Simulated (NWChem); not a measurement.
Correlation energy of chloroform (CHCl₃)

```
C
H 1 1.0935
Cl 1 1.7830 2 107.51
Cl 1 1.7831 2 107.51 3 -120.00
Cl 1 1.7831 2 107.51 3 120.00
```
Charge 0, spin multiplicity 1.

The numbers come from NWChem runs, not from measurements. All single points use one geometry, from B3LYP/def2-SVP, a minimum by its harmonic frequencies.

Basis set: 6-31G*. Each correlation energy counts from its own Hartree-Fock reference.

The correlated methods keep 16 core orbitals frozen. The Pople sets run with spherical d functions. Coupled-cluster values serve here as a point of comparison, not as the truth.

Q: Order these methods by the correlation energy they give, lowest first: MP2, SCS-MP2, CR-CCSD[T], CCSD, CCSD+T(CCSD).

A: CCSD+T(CCSD) (-577.5 mHa), CR-CCSD[T] (-573.0 mHa), CCSD (-560.0 mHa), MP2 (-518.6 mHa), SCS-MP2 (-503.3 mHa)
